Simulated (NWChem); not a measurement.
Correlation energy of B (+1)

```xyz
1

B      0.0000     0.0000     0.0000
```
Charge +1, spin multiplicity 1.

Program: NWChem.

Basis set: cc-pVTZ. Each correlation energy counts from its own Hartree-Fock reference.

| method | correlation energy (mHa) |
|---|---|
| CCSDT | -59.8 |
| CR-CCSD(T) | -59.8 |
| CCSD | -59.8 |
| MP2 | -35.9 |
| RI-MP2 | -35.9 |
| SCS-MP2 | -43.1 |
| CR-CCSD[T] | -59.8 |

The values span 23.9 mHa, from CCSD (lowest) to RI-MP2 (highest). 

The correlated methods keep 1 core orbital frozen. Coupled-cluster values serve here as a point of comparison, not as the truth.
